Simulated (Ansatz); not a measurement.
Process, species as SMILES: [SH] (SH) → [SH-] (an electron is taken up)
B3LYP-D3(BJ)/def2-TZVP geometries, fixed; electronic energies without zero-point terms; positive where energy is released.

Basis-set convergence of the adiabatic electron affinity at MP2 with Ansatz (a program for electronic structure). All functions are spherical. Cores are frozen. Open shells are unrestricted. No added dispersion term, no relativity. Functions are those of the species that has most. Reference: Hartree-Fock in aug-cc-pV(5+d)Z plus the correlation part extrapolated as X^-3 from aug-cc-pV(Q+d)Z and aug-cc-pV(5+d)Z, 2.444 eV, itself unsure by roughly 0.011 eV (a third of the extrapolation step and of the last Hartree-Fock step).

| basis | functions | adiabatic electron affinity (eV) |
|---|---|---|
| STO-3G | 10 | -5.573 |
| 3-21G | 15 | 1.117 |
| 6-31G | 15 | 1.340 |
| def2-SV(P) | 20 | ? |
| pcseg-1 | 23 | ? |
| aug-cc-pV(D+d)Z | 41 | ? |
| def2-TZVPD | 55 | ? |
| aug-cc-pV(T+d)Z | 78 | 2.314 |
| aug-cc-pV(5+d)Z | 216 | 2.413 |

Task: What belongs in the gaps?

Result: 
- def2-SV(P), adiabatic electron affinity (eV): 0.792
- pcseg-1, adiabatic electron affinity (eV): 1.680
- aug-cc-pV(D+d)Z, adiabatic electron affinity (eV): 2.197
- def2-TZVPD, adiabatic electron affinity (eV): 2.254
